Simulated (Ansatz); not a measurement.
**BH2SCl (SMILES SBCl): the energy, rung by rung**

BH2SCl: 5 atoms, total charge 0, spin state singlet. SMILES: `SBCl`. The shape is that of a PBE0-D4/def2-TZVP optimisation. This is one conformer, not always the lowest.

```tsv
atom	x (Å)	y (Å)	z (Å)
S	-1.2945	-0.0088	-0.3235
B	0.4029	-0.2178	0.1647
Cl	0.8887	-1.7389	0.8689
H	-1.1576	1.2482	-0.7771
H	1.2104	0.6434	0.0257
```

Quantity: the energy change with the S1–H4 bond stretched from 1.343 to 2.015 Å, in eV. The values are calculated.

| level | kind | program | value (eV) | less FCI/STO-3G | CPU time (all runs) |
| --- | --- | --- | --- | --- | --- |
| BLYP/STO-3G (restricted) | GGA | Ansatz | 2.40 | +0.02 | 2.8 s |
| revPBE/STO-3G (restricted) | GGA | Ansatz | 2.48 | +0.10 | 2.8 s |
| BHLYP/STO-3G (restricted) | global hybrid | Ansatz | 3.23 | +0.85 | 2.9 s |
| r2SCAN0/STO-3G (restricted) | hybrid meta-GGA | Ansatz | 3.07 | +0.69 | 6.7 s |
| CCSD(T)/STO-3G (restricted) | coupled cluster or CI | Ansatz | 2.38 | 0.00 | 0.5 s |
| CCSD/STO-3G (restricted) | coupled cluster or CI | Ansatz | 2.40 | +0.02 | 0.48 s |
| CCSDT/STO-3G (restricted) | coupled cluster or CI | Ansatz | 2.38 | 0.00 | 0.97 s |
| FCI/STO-3G | exact in the basis | Ansatz | 2.38 | 0.00 | 39 s |

FCI/STO-3G is exact within its basis and frozen core, so for wave-function methods in that basis the difference is their error; functionals converge differently with the basis, so for them it is only a difference. The first shape isn't each level's own minimum. The values span 2.38 to 3.23 eV. All rows use very small basis sets, so even the best lies far from the true value. CPU times are rough (shared hosts, several kinds of processor): they show what a rung costs within a factor of a few.
